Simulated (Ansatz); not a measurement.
`C#CC#CC`: measurement beside calculation (Ansatz, PBE0-D4/def2-TZVP geometry).

```xyz
9

C    -2.9073   -1.2417   -0.2466
C    -1.8020   -0.7698   -0.1519
C    -0.5522   -0.2357   -0.0456
C     0.5548    0.2371    0.0482
C     1.8797    0.8028    0.1591
H    -3.8828   -1.6583   -0.3299
H     2.0182    1.2824    1.1315
H     2.0478    1.5547   -0.6164
H     2.6437    0.0285    0.0515
```

Measured: 1.207 D (permanent electric dipole moment, earlier laboratory measurement). Source: Discovery of allenyl acetylene, H2CCCHCCH, in TMC-1. A study of the isomers of C5H4, 2021 (arxiv:2103.01125).

```tsv
functional (def2-TZVPP)	dipole (D)	error (D)
PBE	1.42	0.21
r2SCAN	1.44	0.23
B3LYP	1.34	0.13
ωB97M-V	1.28	0.07
```

The measured dipole is a vibrational average; the computed one belongs to the fixed geometry.

B3LYP here is the variant with VWN-RPA as its local correlation; programs differ in this.
